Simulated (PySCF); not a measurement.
Calculation: PySCF with TPSSh-D3(BJ)/def2-TZVP // PBE0-D3(BJ)/def2-TZVP. All species are isolated molecules in the gas phase. Excitations are Tamm–Dancoff values on a coarser integration grid. The basis has no diffuse functions, so Rydberg states are missing or too high.

Reference species (SMILES): `F[Si](F)(F)F` (neutral, multiplicity 1).

```yaml
S1 excitation (TDA): 11.02 eV
S1 oscillator strength: 0.000
```

Changed species: `F[SiH3]` (3 of 4 F replaced by H; the reference has 0 of 4 F replaced by H).

### Question
Predict the effect on the S1 excitation (TDA) and S1 oscillator strength.

### Answer
the S1 excitation (TDA) falls by 2.96 eV, to 8.06 eV; the S1 oscillator strength is nearly the same.
